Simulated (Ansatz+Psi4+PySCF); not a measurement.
**singlet Li₂: levels of theory in one basis**

```xyz
2

Li    0.0000    0.0000    1.3865
Li    0.0000    0.0000   -1.3865
```

Basis set: cc-pCVTZ (spherical functions). All electrons are correlated. Charge 0, multiplicity 1.

Computed with Ansatz (development build ahead of 0.2.0) and Psi4 1.11; each method stands on the lowest determinant of its kind that the runs found.

```json
{"method": "RHF", "E − E(RHF) (eV)": "0.00", "<S²> of the determinant": "0.00"}
{"method": "RHF-CCSD", "E − E(RHF) (eV)": "-3.11", "<S²> of the determinant": "–"}
{"method": "RHF-CCSD(T)", "E − E(RHF) (eV)": "-3.12", "<S²> of the determinant": "–"}
```

What does RHF-MP2 give on the same scale?

-2.61 eV.

Caution: unrestricted orbitals would lower the determinant.
